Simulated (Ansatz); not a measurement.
One crystal and one scan (energy against volume) at two levels, PBE (plane waves to 420 eV, PAW, scalar-relativistic; Ansatz, a first-principles code) and r2SCAN (plane waves to 500 eV, PAW, scalar-relativistic; Ansatz), each from its own relaxed cell and on its own mesh. The cell shown is that of PBE.

LiF (rock salt)

```
CELL_PARAMETERS angstrom
      0.00000     2.03393     2.03393
      2.03393     0.00000     2.03393
      2.03393     2.03393     0.00000
ATOMIC_POSITIONS crystal
  F  0.00000 0.00000 0.00000
  Li 0.50000 0.50000 0.50000
```

The volume is varied about the relaxed value V₀ at fixed cell shape. Symmetry pins the atoms to their sites.

Energies are smeared free energies. LiF was relaxed with its symmetry unable to fall. Percentages come from the unrounded values. Both scans cover V/V₀ from 0.900 to 1.100.

Results of PBE:

```
Item                                                     Result
-------------------------------------------------------  ------
Lattice constant a (Å)                                    4.068
Pressure at the smallest volume (GPa)                       8.8
Energy cost of the largest compression (meV/atom)          21.2
Energy cost of the largest expansion (meV/atom)            15.0
Bulk modulus B₀ (third-order Birch-Murnaghan fit) (GPa)    67.3
Pressure for 5 % compression (fit) (GPa)                    3.8
```

### Question
Estimate the r2SCAN values.

### Answer
| quantity | r2SCAN | PBE − r2SCAN |
|---|---|---|
| Lattice constant a (Å) | 3.990 | +0.078 (+1.9 %) |
| Pressure at the smallest volume (GPa) | 10.2 | -1.4 (-13 %) |
| Energy cost of the largest compression (meV/atom) | 23.0 | -1.8 (-8 %) |
| Energy cost of the largest expansion (meV/atom) | 16.2 | -1.2 (-8 %) |
| Bulk modulus B₀ (third-order Birch-Murnaghan fit) (GPa) | 77.4 | -10.1 (-13 %) |
| Pressure for 5 % compression (fit) (GPa) | 4.4 | -0.6 (-13 %) |

PBE gives the higher value for: lattice constant a. PBE gives the lower value for: pressure at the smallest volume; energy cost of the largest compression; energy cost of the largest expansion; bulk modulus B₀; pressure for 5 % compression. For the lattice constant a the reference is 3.972 Å (measured, corrected to the static lattice; as given in Daniel Mejia-Rodriguez, S. B. Trickey, Physical Review B (2018), arXiv:1807.09216): r2SCAN lies nearer. For the bulk modulus B₀ the reference is 76.3 GPa (measured, corrected to the static lattice; as given in Daniel Mejia-Rodriguez, S. B. Trickey, Physical Review B (2018), arXiv:1807.09216): r2SCAN lies nearer.  Neither level is exact: the differences show how much the result hangs on the functional.

(A scan under strain: stresses follow from slopes of the energy per volume, elastic moduli from its curvatures.)
